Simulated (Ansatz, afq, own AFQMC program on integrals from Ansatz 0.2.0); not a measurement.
# Where AFQMC and coupled cluster stand for BeCl⁻, singlet

```
atom   x (Å)   y (Å)   z (Å)
  Cl  0.0000  0.0000  0.0000
  Be  0.0000  0.0000  1.9446
```

Basis aug-cc-pVDZ. Noble-gas cores (and the filled d shells of Ga–Kr and In–Xe) are frozen. Ansatz 0.2.0 and our own AFQMC program on the same integrals; the CISD trial comes from CCSD amplitudes, and released means the phaseless constraint is let go. Free projection: walkers drawn from exp(T), propagated without any constraint. Its projection time is finite, and what remains of the start isn't in its error. Uncertainties: one standard error, sampling alone.

Determinant: UHF, the one that the program's search chose, which needn't be the lowest solution. The geometry is a PBE0/def2-TZVPD stationary point of this or a neighbouring charge and spin state.

No full CI on the walks' own integrals is used here; CCSDT(Q) serves as the reference and is uncertain by about the last step of the cluster series.

Cautions: an unrestricted solution with more broken spin lies lower (28 meV, ⟨S²⟩ 0.26), while this determinant keeps restricted orbitals.

```
T1 diagnostic                               : 0.0162
weight of the determinant in the CISD state : 0.857
⟨S²⟩ of the determinant                     : 0.000
size of the correlated space                : 10 electrons in 44 orbitals
```

```
  level  correlation energy (eV)
    MP2                  -5.2487
   CCSD                  -5.8807
CCSD(T)                  -6.0635
```

Question: Estimate where AFQMC with the constraint released lies against CCSD(T) on the same integrals.

Answer: 3.5 ± 1.5 kJ/mol below CCSD(T).

Reference: CCSDT(Q), correlation energy -6.094 eV. The released energy is read at 2.40 1/Eh (meV from the phaseless value at times in 1/Eh: 8 ± 12 at 0.24, 0 ± 12 at 0.51, 15 ± 10 at 0.99, 33 ± 13 at 1.62, 6 ± 15 at 2.40).

```csv
level,E − E(reference) (kJ/mol),share of correlation (%)
CCSD(T),3.0,99.49
CCSDT,1.4,99.76
ph-AFQMC/HF,6.5 ± 3.7,98.89
ph-AFQMC/CISD,-1.1 ± 1.5,100.18
released AFQMC,-0.5 ± 1.5,100.09
free AFQMC,0.4 ± 1.1,99.92
```

Free projections are given only where their last times agree within the noise and don't stop above the reference; a slow remainder of the start can still hide under it. A walk keeps the symmetry of its determinant, which the program's search chose and which needn't be the lowest solution, so a lower state of the same spin and another symmetry isn't excluded. Released energies are given only where the last usable release times agree within the noise; a slower fall can still hide under it.
